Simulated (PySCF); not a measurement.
Gas-phase reaction: CF4 + CF2 + 2 C2H6 → 6 CH2F

Method: PySCF energies (xtb for GFN2) plus ideal-gas RRHO corrections (1 bar). † marks an energy on the PBE0/def2-TZVP geometry and frequencies; other levels use their own. MP2 freezes the core. Open shells (unrestricted): CH2F (multiplicity 2); the rest are closed-shell singlets. GFN2 has no spin-polarisation term. B3LYP is the form with VWN-RPA correlation. CH2F: computed as isolated molecules; such fragments, hydroxides, amides, oligomers or adducts are transient or little studied in the gas. MP2 isn't extrapolated to the basis-set limit; its ΔH°(298 K) is 1175.8 kJ in def2-SVP and 1144.5 kJ in def2-TZVPP. The harmonic model lacks anharmonicity and excited electronic states, which grow with temperature; levels with a mode under 35 cm⁻¹ are left out. Internal rotation in C2H6 is treated as a harmonic vibration of one conformer, which makes the entropy rough.

```tsv
level	ΔE electronic, kJ	ΔH°(298 K), kJ	ΔS°(298 K), J/K	ΔG°(600 K), kJ
B3LYP/def2-TZVP†	1066	1016	459	737
BLYP/def2-TZVP†	1041	990	459	711
GFN2-xTB	1260	1199	471	911
HF/def2-TZVP†	838	788	459	509
M06-2X/def2-TZVP†	1156	1106	459	827
MP2/def2-SVP†	1226	1176	459	897
PBE0/def2-QZVP†	1095	1045	459	766
r2SCAN/def2-TZVP†	1066	1016	459	737
ωB97M-V/def2-TZVP†	1178	1127	459	848
ωB97X-V/def2-TZVP†	1157	1107	459	828
```
ΔH° is lowest at HF/def2-TZVP† and highest at GFN2-xTB. No reference value is set beside these.
